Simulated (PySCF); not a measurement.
Which basis set comes closest?

Molecule: `CCSSC`, C$_{3}$H$_{8}$S$_{2}$.

Numbering as in the mapped SMILES `[CH3:1][CH2:2][S:3][S:4][CH3:5]`. Each H is labelled by its parent atom.

Geometry PBE0-D3(BJ)/def2-SVP throughout; GIAO in PySCF 2.14, gas phase, one conformer, non-relativistic; equivalent atoms averaged; functional PBE0.

Reference values (measured; solution, not stated per compound (mostly CDCl3 or CCl4); Pretsch, Buehlmann, Badertscher, Structure Determination of Organic Compounds, 4th ed. (2009)): δ(C2) = 31.8 ppm, δ(C1) = 14.7 ppm. Computed shifts are taken against TMS, calculated as an isolated molecule at each level.

Q: How do the basis sets STO-3G, 6-31G, pcSseg-0, 6-31G*, def2-SVP, cc-pVDZ, pcSseg-1, aug-cc-pVDZ, 6-311+G(2d,p), def2-TZVP, cc-pVTZ, IGLO-III, pcSseg-2 perform against the reference? Times are CPU seconds on shared hosts with different chips, so compare them loosely.

A: 
| basis set | functions | C2 | C1 | mean abs. error C | core-s |
| --- | --- | --- | --- | --- | --- |
| STO-3G | 41 | 29.4 | 19.1 | 3.4 | 2.6 |
| 6-31G | 69 | 31.2 | 15.5 | 0.7 | 5 |
| pcSseg-0 | 69 | 32.7 | 16.3 | 1.3 | 4.1 |
| 6-31G* | 94 | 30.0 | 14.9 | 1.0 | 6.7 |
| def2-SVP | 118 | 30.5 | 13.8 | 1.1 | 8 |
| cc-pVDZ | 118 | 33.0 | 15.4 | 1.0 | 8.5 |
| pcSseg-1 | 139 | 32.7 | 14.9 | 0.6 | 16 |
| aug-cc-pVDZ | 195 | 34.2 | 14.4 | 1.4 | 17 |
| 6-311+G(2d,p) | 199 | 33.4 | 14.4 | 0.9 | 18 |
| def2-TZVP | 215 | 33.3 | 15.1 | 0.9 | 21 |
| cc-pVTZ | 270 | 33.0 | 14.8 | 0.7 | 28 |
| IGLO-III | 273 | 33.8 | 15.1 | 1.2 | 28 |
| pcSseg-2 | 306 | 34.0 | 15.2 | 1.3 | 39 |

For ¹³C the closest is pcSseg-1 (0.6 ppm, with cc-pVTZ, 6-31G practically level) and the furthest STO-3G (3.4 ppm). Where a smaller basis beats a larger one, errors probably cancel; the largest sets show where the functional converges. One molecule is a small sample, and vibrational and solvent effects are absent from the calculation.

A small basis that lands close on one nucleus may do so by chance; judge by the trend and by all nuclei.
